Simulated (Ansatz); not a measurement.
Species: H$_{2}$N, SMILES `[NH2]` (charge 0, multiplicity 2).

Task: Give a relaxed geometry from B3LYP-D3(BJ)/def2-TZVP run with Ansatz (a first-principles code).

Result: the end point of this relaxation (outside a Z-matrix the atoms follow the SMILES, hydrogens last).
Cartesian coordinates (Å) in one orientation:
```xyz
3

N     -0.001     0.426     0.000
H      0.806    -0.212     0.000
H     -0.806    -0.214     0.000
```
